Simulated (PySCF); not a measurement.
Isomers of C5H6, one conformer each. Level of theory: core-valence-separated Tamm–Dancoff BHandHLYP/aug-pcX-1 (pcseg-1 on H) in PySCF, non-relativistic, gas phase, PBE0-D3(BJ)/def2-SVP geometry. BHandHLYP without relativity tends to put these K edges a few eV too low, so spacings mean more than positions.

P. `[C@@H]12[C@@H](C1)C=C2`
Q. `C=C=CC=C`

Main lines, eV (oscillator strength):
1. C K: 282.4 (0.057), 282.8 (0.052), 283.0 (0.066), 283.1 (0.066), 283.2 (0.056)
2. C K: 282.6 (0.117), 285.0 (0.040), 285.1 (0.027), 286.1 (0.042), 286.1 (0.016)
Listed: the first five lines at most of each edge with a tenth or more of its strongest line's intensity; roots within 0.03 eV on the same or equivalent atoms are summed. Only the lowest roots were sought, and the top ones are left out.

Which spectrum belongs to which isomer?

1 = Q, 2 = P.
- P: first C line listed at 282.6 eV, hole on the alkene CH carbon.
- Q: first C line listed at 282.4 eV, hole on the terminal =CH2 carbon (1s→π*).

What are the ground-state energies of the isomers at BHandHLYP/aug-pcX-1 (pcseg-1 on H), relative to the lowest?

P 93.1, Q 0.0 kJ/mol (electronic energies on these geometries, no dispersion or zero-point terms).
